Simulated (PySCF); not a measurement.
## Computed data sheet: CFCl3 (`FC(Cl)(Cl)Cl`)

Species: CFCl3.
Geometry (GFN2-xTB, Å), atoms numbered from 1 in this order:
```xyz
5
CCl3F angstrom
F      0.060   -0.141    1.396
C      0.005   -0.006    0.067
Cl    -0.458    1.661   -0.313
Cl     1.603   -0.371   -0.604
Cl    -1.201   -1.140   -0.563
```

Some functional groups and rings: C–F bond and C–Cl bond.

GFN2-xTB geometry:

```
Point group of the GFN2-xTB geometry                  : C3v
Rotational constants A, B, C of the GFN2-xTB geometry : 2.444, 2.444, 1.709 GHz
```

**B97-2/def2-TZVP ground state and GIAO shieldings, non-relativistic (PySCF)**

```
Dipole moment                                               : 0.34 D
HOMO energy                                                 : -8.88 eV
LUMO energy                                                 : -1.39 eV
HOMO–LUMO gap                                               : 7.49 eV
13C chemical shifts (computed TMS as zero) by class         : 149.7 (C2) ppm
Isotropic shieldings of nuclei other than C and H, by class : 174 (F1), 380 (Cl3/Cl4/Cl5) ppm
```

Monoisotopic mass from the formula: 135.9050 u.

Point group C3v permits a dipole; with 0.34 D the species has a pure rotational spectrum. The dipole equals about 1.2 × 10⁻³⁰ C·m (1 D = 3.33564 × 10⁻³⁰ C·m). With B = h/(8π²I), that is 505.379 GHz u Å² over I, the principal moments of inertia are 206.7, 206.8 and 295.7 u Å² (most abundant isotopes). The rotational constants are those of an oblate symmetric top.

Geometry: GFN2-xTB; no solvent, vibrations or thermal averaging. The shieldings hold no spin–orbit term; for a carbon that bears several chlorines this term is known to matter.
